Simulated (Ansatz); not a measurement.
Relaxation of C₃H₂FN (7 atoms, charge 0, multiplicity 1), to a largest force component of 0.02 eV/Å in at most 50 steps.

Theory: Ansatz 0.2.0, RKS B3LYP-D4/cc-pVDZ.

```xyz
7
Properties=species:S:1:pos:R:3:forces:R:3
C -1.410 0.498 -0.062 -0.57 2.86 -1.26
N -0.665 -0.502 0.123 -4.60 -2.36 2.10
C 0.646 -0.519 0.083 0.19 -0.20 -0.47
C 1.851 -0.533 0.056 5.07 0.10 0.12
F 3.117 -0.792 0.076 -0.20 -0.27 0.37
H -2.476 0.340 0.011 -0.91 -0.76 0.85
H 0.319 -0.246 -0.921 1.01 0.63 -1.70
```

**Question.** Where does it end, and by what steps?

**Answer.** The run converged. After 37 steps the energy has fallen by 5.704 eV; N2 moved furthest, 1.85 Å. Parted: N2–C3.

```csv
step,energy less start (eV),largest force component (eV/Å),accepted
0,0.0000,5.071,yes
2,-1.3943,2.728,yes
4,-2.7310,2.382,yes
6,-3.5667,2.136,yes
8,-4.4948,2.915,yes
10,-5.2590,2.746,yes
12,-5.5701,1.561,yes
14,-5.6338,0.244,yes
16,-5.6518,0.654,yes
18,-5.6702,0.319,yes
20,-5.6818,0.199,yes
22,-5.6847,0.244,yes
24,-5.6873,0.108,yes
26,-5.6913,0.022,yes
28,-5.6931,0.200,yes
30,-5.6961,0.619,yes
32,-5.7006,0.289,yes
34,-5.7031,0.123,yes
36,-5.7035,0.049,yes
37,-5.7036,0.013,yes
```

```xyz
7
Properties=species:S:1:pos:R:3
C -1.489 -0.044 0.825
N -1.187 -0.374 1.894
C 1.343 -0.235 -1.421
C 1.537 -0.535 -0.269
F 1.742 -0.852 0.955
H -1.761 0.261 -0.170
H 1.197 0.024 -2.449
```

Whether the end is a true minimum wasn't checked by a vibrational analysis.

Time of the run: 100 s on 1 thread of Arm Neoverse V1 (shared host), peak memory 0.14 GiB.
